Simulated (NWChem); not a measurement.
System: ethanethiol (C2H6S); SMILES CCS

Parts of the log:

```
             Northwest Computational Chemistry Package (NWChem) 7.3.0
             --------------------------------------------------------

 C1  symmetry detected

                             Geometry "geometry" -> ""
                             -------------------------

 Output coordinates in angstroms (scale by  1.889725989 to convert to a.u.)

  No.       Tag          Charge          X              Y              Z
 ---- ---------------- ---------- -------------- -------------- --------------
    1 C                    6.0000     0.35901479    -1.63627285    -0.04943351
    2 C                    6.0000    -0.63904133    -0.49844554     0.03961161
    3 S                   16.0000     0.10006381     1.16349093    -0.05986911
    4 H                    1.0000    -0.15808014    -2.60970578    -0.04215540
    5 H                    1.0000     1.05673226    -1.62277722     0.80259302
    6 H                    1.0000     0.95568912    -1.56711718    -0.97095898
    7 H                    1.0000    -1.34126401    -0.52601540    -0.80849430
    8 H                    1.0000    -1.25019158    -0.56749439     0.95282144
    9 H                    1.0000     0.81625258     1.08556544     1.08303138

 Effective nuclear repulsion energy (a.u.)     107.0574005825

                                 NWChem DFT Module
                                 -----------------

 Summary of "ao basis" -> "ao basis" (spherical)
 ------------------------------------------------------------------------------
       Tag                 Description            Shells   Functions and Types
 ---------------- ------------------------------  ------  ---------------------
 C                         def2-tzvpd               13       37   6s3p3d1f
 S                         def2-tzvpd               16       46   6s6p3d1f
 H                         def2-tzvpd                5        9   3s2p

            General Information
            -------------------
          SCF calculation type: DFT
          Wavefunction type:  closed shell.
          No. of atoms     :     9
          No. of electrons :    34
           Alpha electrons :    17
            Beta electrons :    17
          Charge           :     0
          Spin multiplicity:     1
          Use of symmetry is: off; symmetry adaption is: off
          Maximum number of iterations: 150
          AO basis - number of functions:   174
                     number of shells:    72
          Convergence on energy requested:  1.00D-06
          Convergence on density requested:  1.00D-05
          Convergence on gradient requested:  5.00D-04

              XC Information
              --------------
                         B3LYP Method XC Potential
                     Hartree-Fock (Exact) Exchange  0.200
                        Slater Exchange Functional  0.800 local
                    Becke 1988 Exchange Functional  0.720 non-local
              Lee-Yang-Parr Correlation Functional  0.810
                  VWN I RPA Correlation Functional  0.190 local

             Grid Information
             ----------------
          Grid used for XC integration:  medium
          Radial quadrature: Mura-Knowles
          Angular quadrature: Lebedev.
          Tag              B.-S. Rad. Rad. Pts. Rad. Cut. Ang. Pts.
          ---              ---------- --------- --------- ---------
          C                   0.70       49          13.0       434
          S                   1.00       88          12.0       590
          H                   0.35       45          13.0       434
          Grid pruning is: on
          Number of quadrature shells:   456
          Spatial weights used:  Erf1

      Superposition of Atomic Density Guess
      -------------------------------------

 Sum of atomic energies:        -475.82119643

      Non-variational initial energy
      ------------------------------

 Total energy =    -477.463300
 1-e energy   =    -865.380262
 2-e energy   =     280.859561
 HOMO         =      -0.292364
 LUMO         =       0.029653

------------------------------------------------------------
EAF file 0: "./job.aoints.0" size=754450432 bytes
------------------------------------------------------------
               write      read    awrite     aread      wait
               -----      ----    ------     -----      ----
     calls:     1439         0         0         0         0
   data(b): 7.54e+08  0.00e+00  0.00e+00  0.00e+00
   time(s): 0.00e+00  0.00e+00  0.00e+00  0.00e+00  0.00e+00
rate(mb/s): 0.00e+00  0.00e+00
------------------------------------------------------------

     ---------------------------------------------
      Total Density - Mulliken Population Analysis
     ---------------------------------------------

    Atom       Charge   Shell Charges
 -----------   ------   -------------------------------------------------------
    1 C    6     6.69   0.86  1.12  0.56  0.67  0.10 -0.01  1.26  1.40  0.67  0.01  0.04 -0.00  0.00
    2 C    6     6.10   0.86  1.12  0.53  0.68 -0.04  0.01  1.14  1.33  0.39  0.02  0.09 -0.03  0.00
    3 S   16    16.46   2.01  0.49  1.48  1.06  0.85  0.03  4.18  1.69  0.91  2.40  1.25  0.03  0.02  0.06  0.01  0.01
    4 H    1     0.80   0.24  0.45  0.06  0.02  0.03
    5 H    1     0.77   0.24  0.45  0.04  0.02  0.02
    6 H    1     0.81   0.24  0.45  0.07  0.02  0.03
    7 H    1     0.82   0.24  0.45  0.08  0.02  0.02
    8 H    1     0.80   0.25  0.45  0.07  0.02  0.02
    9 H    1     0.75   0.20  0.41  0.09  0.02  0.02

[...]
```

Level: B3LYP/def2-TZVPD. Structure relaxed at the PBE0/def2-SVP level.

Problem. Write an input that gives this output.

Solution. This is not unique; one that fits is the input that was run:
```
start job
memory heap 200 mb stack 900 mb global 1100 mb
geometry units angstroms noautoz
  C      0.368206    -1.629394    -0.058445
  C     -0.632012    -0.494513     0.043069
  S      0.100276     1.169517    -0.070791
  H     -0.145643    -2.604424    -0.041489
  H      1.078445    -1.611922     0.783099
  H      0.950917    -1.560308    -0.988868
  H     -1.346653    -0.526065    -0.794459
  H     -1.229321    -0.563555     0.965392
  H      0.833590     1.096238     1.061508
end
basis spherical
  * library def2-tzvpd
end
dft
  xc b3lyp
  iterations 150
  semidirect filesize 400000000
  mulliken
end
task dft energy
```
